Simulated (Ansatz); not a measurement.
Cartesian coordinates in Å:
```
C 0.201 -0.234 0.581
C -0.184 0.200 -0.789
O 0.103 -0.273 -1.830
F -0.974 1.295 -0.734
H 0.862 -1.095 0.525
H 0.692 0.591 1.101
H -0.699 -0.484 1.145
```

Total charge 0; spin multiplicity 1.

List the r2SCAN/def2-TZVPP orbital energies in eV (Ansatz). (An estimate is asked.)

Ansatz gave: Occupied: -667.00, -516.18, -277.56, -273.95, -32.89, -28.36, -20.35, -15.78, -13.28, -13.01, -12.56, -11.05, -10.88, -9.86, -9.46, -7.61. Lowest empty: -1.27, 1.26, 2.82, 3.20, 3.41, 3.79, 5.16, 5.69.
